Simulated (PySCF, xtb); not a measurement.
# Two isomers of BH4SSi+

We compare I, `B[S+]=[SiH2]`, a singlet, with II, `[SiH2+]BS`, a singlet. Both are isolated ions in the gas phase, relaxed with PBE0-D3(BJ)/pcseg-1; the shapes shown needn't be the lowest conformers.

I (Å):

```yaml
atoms:
  - { symbol: B, position_ang: [-2.0171, 0.4202, 0.8169] }
  - { symbol: S, position_ang: [-1.4423, -0.6351, -0.5986] }
  - { symbol: Si, position_ang: [-0.5363, -2.1552, 0.4214] }
  - { symbol: H, position_ang: [-2.5936, 1.4019, 0.4771] }
  - { symbol: H, position_ang: [-1.7934, 0.0839, 1.9381] }
  - { symbol: H, position_ang: [-0.5004, -2.1523, 1.9012] }
  - { symbol: H, position_ang: [0.0763, -3.2476, -0.3647] }
```

II (Å):

```xyz
7

B    -1.4540   -1.1909    0.2140
S    -1.4265   -2.9092    0.4997
Si   -0.7567    0.1814    1.4679
H    -1.9003   -0.6717   -0.7746
H    -1.6174    0.8835    2.4542
H     0.6173    0.7375    1.3718
H    -2.0143   -3.2968   -0.6596
```

Energies in hartree; the thermal terms are from GFN2-xTB frequencies at re-optimised GFN2-xTB minima (ideal gas, soft modes damped towards free rotors, one conformer each, 298.15 K, 1 atm) and include the zero-point energy:

```
                              I           II
E, CCSD(T)/def2-SVP  −713.324231  −713.307739
    E, MP2/def2-SVP  −713.268017  −713.248135
  E, MP2/def2-TZVPP  −713.618553  −713.591819
  zero-point energy     0.037406     0.036400
       H(298 K) − E     0.044043     0.042946
       G(298 K) − E     0.009008     0.007807
```

Q: Correct the CCSD(T) difference for the basis set by the MP2 change, then work out ΔE, ΔE₀, ΔH and ΔG for I → II in kJ/mol (1 Eh = 2625.50 kJ/mol) and the equilibrium ratio [II]/[I].

A: 1. Differences II − I: CCSD(T) +0.016492, MP2 in the small set +0.019882, MP2 in the large set +0.026734 Eh.
2. ΔE = +0.016492 + (+0.026734 − (+0.019882)) = +0.023344 Eh = +61.29 kJ/mol.
3. ΔE₀ = ΔE + ΔZPE = +0.023344 + (−0.001006) Eh = +58.65 kJ/mol.
4. ΔH = ΔE + (−0.001097) Eh = +58.41 kJ/mol.
5. ΔG = ΔE + (−0.001201) Eh = +58.14 kJ/mol, so ΔS = (ΔH − ΔG)/T = +0.9 J/(mol K).
6. kT = 0.9442 mEh, so K = [II]/[I] = exp(−ΔG/kT) = exp(−23.45) ≈ 6.5 × 10^−11.

Structure I is favoured at this temperature. An error of 4 kJ/mol in ΔG would change K by a factor of 5. The basis-set step is large, which makes the value less sure. Mirror images and further conformers aren't counted.

As drawn, II has 1 B–Si, 1 S–H in place of 1 S=Si, 1 B–H.

Other levels gave ΔE = +39.6 (GFN2-xTB); +38.0 (HF/STO-3G, GFN2-xTB geometries); +37.8 (r2SCAN-D4/def2-SVP, GFN2-xTB geometries); +44.0 (PBE0-D3(BJ)/pcseg-1); +61.5 (HF/def2-SVP); +52.2 (MP2/def2-SVP); +43.3 (CCSD(T)/def2-SVP) kJ/mol. The correlated steps freeze 11 core orbitals. Programs: PySCF 2.14.0, xtb 6.7.1.
